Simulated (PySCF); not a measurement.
A made-up structure of SiH₂S₂, closed shell:

| atom | x (Å) | y (Å) | z (Å) |
| --- | --- | --- | --- |
| S1 | -1.8429 | 0.6798 | 0.8180 |
| Si2 | -0.5031 | -0.2967 | -0.1853 |
| S3 | 1.5696 | 0.0126 | -0.1936 |
| H4 | -0.7230 | -1.4278 | -1.1161 |
| H5 | -0.3822 | 0.9602 | 0.4644 |

It is relaxed with PBE-D4/def2-SVP and then PBE0-D4/def2-TZVP (PySCF 2.14 with density fitting (its default auxiliary sets; JK sets also for MP2 and CCSD(T))). Atoms count as bonded within 1.22 times the sum of their covalent radii (H–H: 0.88 Å). The end point is not checked to be a true minimum.

Task: Does its bonding change? (Judge from chemistry; the calculation decides.)

Result: The calculation gives: Yes. Formed: none; broken: Si2–H5.

Where it ends: The first stage lowers the energy by 2.29 eV in 18 steps. It ends as SiH₂S₂ ([S][SiH][SH]):
S1  (-1.576, 0.416, 0.896)
Si2  (-0.245, -0.396, -0.505)
S3  (1.624, 0.048, -0.759)
H4  (-1.046, -1.387, -1.261)
H5  (-0.646, 1.237, 1.418)
(Å)

Labels in which every atom is bracketed show which atoms are joined, not bond orders.

For scale, one of the runs: PBE0-D4/def2-TZVP relaxation, 123 basis functions, launched by `OMP_NUM_THREADS=2 python run.py`. Hardware: 2 CPU threads of a Oxide Virtual Turin-like, shared host. Wall time 63 s; peak host memory 1.2 GiB.
